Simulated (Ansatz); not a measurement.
A nudged elastic band was laid between two geometries of FH + H4OSi (8 atoms, charge 0, multiplicity 1).

All numbers below come from Ansatz, RKS PBE-D4/def2-SVP.

```json
{
 "movable images": "9",
 "climbing image": "yes",
 "spring": "5.0 eV/Å²",
 "optimiser": "quadratic models (default)",
 "start path": "through a guess of the saddle point",
 "force threshold": "0.05 eV/Å",
 "iteration limit": "60",
 "end points": "relaxed"
}
```

First end point:

```xyz
8
Properties=species:S:1:pos:R:3
Si -0.145 0.153 -0.034
O -0.002 -0.030 1.664
H -0.843 -0.022 2.156
H 1.250 0.315 -0.540
H -0.950 1.395 -0.310
H -0.837 -1.019 -0.666
F 1.355 -2.152 1.237
H 0.914 -1.424 1.672
```

Last end point:

```xyz
8
Properties=species:S:1:pos:R:3
Si 0.346 -0.130 -0.370
O -0.532 -0.262 2.370
H -1.079 -1.069 2.328
H 0.976 -0.173 -1.736
H 0.255 1.290 0.088
H -0.982 -0.820 -0.446
F 1.383 -0.990 0.597
H 0.374 -0.631 2.346
```

(1) What changes between the two ends?

(2) Give the energies along the band, and the barrier.

(3) What is the geometry of the highest image?

The band took 23 iterations and of the order of 4 core-minutes.

Results:

(1) Bonds broken: Si1–O2, F7–H8. Bonds formed: Si1–F7, O2–H8. FH + H4OSi becomes FH3Si + H2O.

(2) It converged. The highest image is number 4 of 0 to 10, 0.63 eV above the first end and 0.93 eV above the last; the last end lies 0.30 eV below the first. The profile has 2 maxima (images 4, 8) with wells between them (image 6): this band takes more than one step, which may be the mechanism or a detour left from its start path. A vibrational analysis at the climbing image gives one clearly imaginary mode, 491i cm⁻¹: a first-order saddle point. The orbitals stay closed-shell, which can raise the energy where a bond breaks towards radicals; this wasn't checked here.

```json
{"image": "0", "path coordinate (Å)": "0.00", "energy (eV)": "0.00", "Si1–O2 (Å)": "1.71", "F7–H8 (Å)": "0.96", "Si1–F7 (Å)": "3.03"}
{"image": "1", "path coordinate (Å)": "0.31", "energy (eV)": "0.02", "Si1–O2 (Å)": "1.72", "F7–H8 (Å)": "0.96", "Si1–F7 (Å)": "2.77"}
{"image": "2", "path coordinate (Å)": "0.63", "energy (eV)": "0.16", "Si1–O2 (Å)": "1.75", "F7–H8 (Å)": "0.98", "Si1–F7 (Å)": "2.45"}
{"image": "3", "path coordinate (Å)": "0.94", "energy (eV)": "0.44", "Si1–O2 (Å)": "1.80", "F7–H8 (Å)": "1.06", "Si1–F7 (Å)": "2.17"}
{"image": "4", "path coordinate (Å)": "1.25", "energy (eV)": "0.63", "Si1–O2 (Å)": "1.90", "F7–H8 (Å)": "1.27", "Si1–F7 (Å)": "1.95"}
{"image": "5", "path coordinate (Å)": "2.25", "energy (eV)": "0.12", "Si1–O2 (Å)": "2.52", "F7–H8 (Å)": "1.73", "Si1–F7 (Å)": "1.69"}
{"image": "6", "path coordinate (Å)": "3.25", "energy (eV)": "-0.29", "Si1–O2 (Å)": "2.84", "F7–H8 (Å)": "1.99", "Si1–F7 (Å)": "1.66"}
{"image": "7", "path coordinate (Å)": "4.25", "energy (eV)": "-0.20", "Si1–O2 (Å)": "3.31", "F7–H8 (Å)": "2.01", "Si1–F7 (Å)": "1.65"}
{"image": "8", "path coordinate (Å)": "5.24", "energy (eV)": "-0.17", "Si1–O2 (Å)": "3.43", "F7–H8 (Å)": "2.00", "Si1–F7 (Å)": "1.66"}
{"image": "9", "path coordinate (Å)": "6.24", "energy (eV)": "-0.23", "Si1–O2 (Å)": "3.19", "F7–H8 (Å)": "1.99", "Si1–F7 (Å)": "1.66"}
{"image": "10", "path coordinate (Å)": "7.24", "energy (eV)": "-0.30", "Si1–O2 (Å)": "2.88", "F7–H8 (Å)": "2.05", "Si1–F7 (Å)": "1.66"}
```

(3) 
```xyz
8
Properties=species:S:1:pos:R:3
Si 0.085 -0.171 -0.021
O 0.078 -0.056 1.873
H -0.797 0.003 2.301
H 1.361 0.293 -0.651
H -0.803 1.069 -0.095
H -0.763 -1.169 -0.758
F 1.018 -1.691 0.763
H 0.561 -1.064 1.765
```

The run took 4.3 min on 1 thread of Arm Neoverse V2 (shared host), peak memory 0.12 GiB.
